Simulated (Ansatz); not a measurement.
in.yaml

```yaml
crystal:
  periodic: [false, false, false]
  atoms:
    - {symbol: P, position_ang: [0.000000, 0.000000, 0.000000]}
    - {symbol: H, position_ang: [0.000000, 0.000000, 3.109000]}
basis:
  gaussian: {orbitals: aug-cc-pVTZ}
total_charge: -1
magnetization: {spin_polarized: false, initial_magnetization: 1}
correlation: {method: ccsdtq, electrons: all}
```

```sh
$ ansatz run in.yaml --threads 1 --pin off --events-out ev --progress --plain --max-ram 2393MiB
```

(1) One thing in this input was set wrong on purpose, beside settings that are merely unusual. What is the gravest fault, and what does the program do?

## Answers

(1) Too large for memory. How the run ends: out of memory.
```
769 factors; integrals over basis functions are off by at most 1.6e-7 eV
mean field evaluation 1: about -9280.5185 eV, gradient 1.9e1 eV
mean field evaluation 2: about -9280.5195 eV, gradient 1.9e1 eV
mean field evaluation 4: about -9282.6541 eV, gradient 8.5e0 eV
mean field evaluation 8: about -9283.2758 eV, gradient 5.9e-1 eV
mean field evaluation 16: about -9280.5171 eV, gradient 1.9e1 eV
mean field evaluation 32: about -9282.8927 eV, gradient 1.9e-6 eV
mean field evaluation 64: about -9281.7552 eV, gradient 2.8e-6 eV
mean field evaluation 96: about -9281.9085 eV, gradient 1.5e0 eV
mean field evaluation 128: about -9282.3451 eV, gradient 2.5e0 eV
mean field evaluation 160: about -9282.4818 eV, gradient 6.2e-1 eV
...
mean field evaluation 960: about -9281.7552 eV, gradient 2.3e-3 eV
mean field evaluation 992: about -9279.6260 eV, gradient 1.4e1 eV
mean field -9283.28060835 eV, -341.1542699234 hartree, gradient 1.5e-6 eV, S^2 0.750000; 16 other end points of the search recorded, 0 dependent functions left out
mean field evaluation 1024: about -9283.5025 eV, gradient 1.1e0 eV
mean field evaluation 1056: about -9284.7360 eV, gradient 1.4e-1 eV
mean field evaluation 1088: about -9283.5758 eV, gradient 1.0e0 eV
mean field evaluation 1120: about -9284.4156 eV, gradient 4.3e-2 eV
mean field evaluation 1152: about -9284.2066 eV, gradient 5.7e-1 eV
mean field evaluation 1184: about -9284.4129 eV, gradient 5.8e-2 eV
mean field evaluation 1216: about -9284.6563 eV, gradient 1.2e-2 eV
mean field evaluation 1248: about -9284.4148 eV, gradient 1.9e-2 eV
determinant -9283.28060835 eV, -341.1542699234 hartree, with singles and doubles -9289.51320852 eV, -341.3833137550 hartree
determinant -9282.91741690 eV, -341.1409228835 hartree, with singles and doubles -9288.36736690 eV, -341.3412048521 hartree
determinant -9282.89267958 eV, -341.1400138040 hartree, with singles and doubles -9288.51579947 eV, -341.3466596483 hartree
determinant -9282.41628626 eV, -341.1225066724 hartree, with singles and doubles -9288.58453468 eV, -341.3491856207 hartree
determinant -9282.41487868 eV, -341.1224549446 hartree, with singles and doubles -9288.59965023 eV, -341.3497411070 hartree
determinant -9281.75522257 eV, -341.0982130298 hartree, with singles and doubles -9287.57984526 eV, -341.3122639657 hartree
unrestricted determinant -9284.73713264 eV, -341.2077962038 hartree, S^2 1.7096
reference -9283.28060835 eV, -341.1542699234 hartree; 9, 8 occupied and 64, 65 virtual orbitals, 769 factors
Error: with its amplitudes the run needs 157.15 GiB of memory by its plan, which may be too low or too high, and 2.33 GiB are given
refused for memory
```
